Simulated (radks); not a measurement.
**O²⁻ held by a Watson sphere**

The task here is to estimate one member of a computed series from the others.

Method: scalar-relativistic Kohn-Sham, LDA (Slater exchange, VWN5 correlation), spin-polarised, spherical densities, point nucleus. Code: radks (a radial shooting solver on a logarithmic mesh, Libxc functionals) version 1.

**The atom as given**

```
element       : oxygen (Z = 8)
charge        : -2
electrons     : 10
configuration : [Ne]
```

Outer shells as boxes (Hund's rule):

O²⁻
```
[He] core
2s [↑↓]
2p [↑↓][↑↓][↑↓]
```

Set-up of the first run:

The run's settings:

```text
Z 8
configuration [Ne]
relativity scalar-relativistic
functional lda,vwn5
spin polarised
nucleus point
c 137.035999084
watson charge 2 radius 2.7 bohr
response adiabatic LDA kernel
```

Steps of the session up to this table: R = 2.7 bohr; R = 2.98 bohr; R = 3.15 bohr; R = 3.45 bohr; R = 3.49 bohr.

One of the session's tables, all rows but one given; the rest of the session is left out.

```
R (bohr)  highest level (eV)  its <r> (bohr)  sum of <r²> (bohr²)  α (bohr³)
     2.7              -5.731           1.643                26.63      28.77
    2.98              -5.064           1.698                28.64      37.28
    3.15              -4.705           1.730                29.88      43.49
    3.45                   ?               ?                    ?          ?
    3.49              -4.079           1.791                32.45      58.83
```

**Question.** Estimate the row for R (bohr) = 3.45.

Worked estimate for «highest level (eV)». A straight line through the neighbours (3.15, -4.705) and (3.49, -4.079) gives -4.705 + (-4.079 + 4.705) × (3.45 − 3.15) / (3.49 − 3.15) = -4.153; a parabola fitted to 3 rows on both sides gives -4.146.

**Answer.** highest level (eV): -4.147; its <r> (bohr): 1.784; sum of <r²> (bohr²): 32.14; α (bohr³): 56.80. In «highest level (eV)» the line misses by -0.006 and the parabola by +0.001.

In words: From R = 2.7 to 3.49 bohr the top level moves from -5.731 to -4.079 eV and its mean radius from 1.64 to 1.79 bohr. A wider sphere makes a shallower well, so the ion swells.
